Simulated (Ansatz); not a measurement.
Relaxation of BClH₄O (7 atoms, charge 0, multiplicity 1), to a largest force component of 0.03 eV/Å in at most 50 steps.

Theory: Ansatz 0.2.0, RKS B3LYP-D4/def2-SVP.

```xyz
7
Properties=species:S:1:pos:R:3
B -0.070 -0.235 0.108
O -0.078 -0.423 1.476
H -0.966 -0.549 1.831
H 1.011 -0.111 -0.405
H -1.104 -0.261 -0.517
Cl 0.071 2.734 0.855
H 0.377 1.730 1.678
```

**Question.** Where does it end, and by what steps?

**Answer.** The run converged. After 23 steps the energy has fallen by 0.124 eV; H5 moved furthest, 1.35 Å.

| step | energy less start (eV) | largest force component (eV/Å) | accepted |
| --- | --- | --- | --- |
| 0 | 0.0000 | 0.812 | yes |
| 1 | -0.0332 | 0.773 | yes |
| 2 | -0.0012 | 1.037 | no |
| 3 | -0.0639 | 0.074 | yes |
| 4 | -0.0693 | 0.085 | yes |
| 5 | -0.0728 | 0.364 | yes |
| 6 | -0.0772 | 0.154 | yes |
| 7 | -0.0829 | 0.136 | yes |
| 8 | -0.0822 | 0.397 | no |
| 9 | -0.0899 | 0.106 | yes |
| 10 | -0.0948 | 0.164 | yes |
| 11 | -0.0977 | 0.254 | yes |
| 12 | -0.1017 | 0.194 | yes |
| 13 | -0.0978 | 0.561 | no |
| 14 | -0.1102 | 0.066 | yes |
| 15 | -0.1154 | 0.057 | yes |
| 16 | -0.1156 | 0.257 | yes |
| 17 | -0.1202 | 0.075 | yes |
| 18 | -0.1209 | 0.094 | yes |
| 19 | -0.1208 | 0.144 | no |
| 20 | -0.1223 | 0.048 | yes |
| 21 | -0.1227 | 0.134 | yes |
| 22 | -0.1235 | 0.042 | yes |
| 23 | -0.1238 | 0.020 | yes |

```xyz
7
Properties=species:S:1:pos:R:3
B -0.144 -0.430 -0.010
O -0.494 0.132 1.172
H -1.114 -0.387 1.702
H 0.625 0.189 -0.698
H -0.600 -1.503 -0.329
Cl 0.773 3.025 1.606
H 0.195 1.859 1.581
```

Run time: 35 s on 1 thread of Intel(R) Xeon(R) Platinum 8488C (Sapphire Rapids), on a shared host, peak memory 0.15 GiB.
